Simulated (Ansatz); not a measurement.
# ZnGeAs2: computed properties

Computed with Ansatz, DFT r2SCAN, scalar-relativistic, plane waves, PAW.

Settings: cutoff 500 eV, Γ-centred mesh 10×10×8 on the computed 4-atom cell, Gaussian smearing of 0.10 eV; no spin polarisation.

The structure is relaxed at this level of theory with its symmetry kept. Whether it is the stable form of this composition wasn't checked.

```cif
data_structure
_symmetry_space_group_name_H-M 'P 1'
_symmetry_Int_Tables_number 1
_cell_length_a 3.9806
_cell_length_b 3.9806
_cell_length_c 5.6851
_cell_angle_alpha 90.000
_cell_angle_beta 90.000
_cell_angle_gamma 90.000
_cell_volume 90.08
loop_
_atom_site_label
_atom_site_type_symbol
_atom_site_fract_x
_atom_site_fract_y
_atom_site_fract_z
_atom_site_occupancy
Zn1 Zn 0.50000 0.50000 0.00000 1
Ge1 Ge 0.00000 0.00000 0.50000 1
As1 As 0.50000 0.00000 0.75649 1
As2 As 0.00000 0.50000 0.24351 1
```

| Quantity | Value |
| --- | --- |
| Space group | P-4m2 (No. 115) |
| Volume per atom | 152.0 bohr³ |
| Formation energy from the elements' standard states (uncorrected) | -0.201 eV/atom |
| Generalised Kohn–Sham band gap | none (metal) |
| Density of states at the Fermi level | 0.03 states/eV per cell (so small that it hangs on the mesh: a semimetal, or crossings between mesh points) |
| Löwdin character within 0.5 eV of the Fermi level | As 4p 74 %, Ge 4s 8 %, Ge 4p 7 %, unprojected 4 % |
| Bulk modulus | 70 GPa |
| Its pressure derivative | 4.5 |
| Bader charges (e) | Zn (1 in the cell) 0.56, Ge (1 in the cell) 0.53, As (2 in the cell) -0.54 |

Cost: 6 runs of about 13 core-minutes in all, on Intel Xeon 6975P-C (Granite Rapids) (shared hosts).